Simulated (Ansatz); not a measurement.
Reaction (SMILES): FOF → 2 F atom + O atom
B3LYP-D3(BJ)/def2-TZVP geometries, fixed; electronic energies without zero-point terms.

Energies in hartree at B3LYP with Ansatz (a first-principles code); the atomisation energy is their sum with the coefficients shown, times 627.509 kcal/mol a hartree. All functions are spherical. The program fits the integrals of some runs and decomposes those of others, by size. Open shells are unrestricted. No added dispersion term, no relativity.

| species | coefficient | part | cc-pVDZ | cc-pVTZ | cc-pVQZ |
|---|---|---|---|---|---|
| FOF | -1 | B3LYP | -274.67014 | -274.76845 | -274.79356 |
| F atom | +2 | B3LYP | -99.72660 | -99.76286 | -99.77252 |
| O atom | +1 | B3LYP | -75.06850 | -75.09186 | -75.09820 |

Question: Predict the atomisation energy in cc-pV5Z (X = 5): let each B3LYP step shrink by the ratio of the last two. Compare with the run.

Answer: 
- FOF: steps -0.09831 and -0.02511, ratio 0.255, so B3LYP -274.79996 (run: -274.80172).
- F atom: steps -0.03626 and -0.00966, ratio 0.266, so B3LYP -99.77509 (run: -99.77582).
- O atom: steps -0.02336 and -0.00634, ratio 0.271, so B3LYP -75.09992 (run: -75.10048).
Predicted 94.04 kcal/mol; the run in cc-pV5Z gives 93.88, a miss of 0.16. Keeping the value in cc-pVQZ, 94.33, would miss by 0.45. All sums are of the energies as printed.
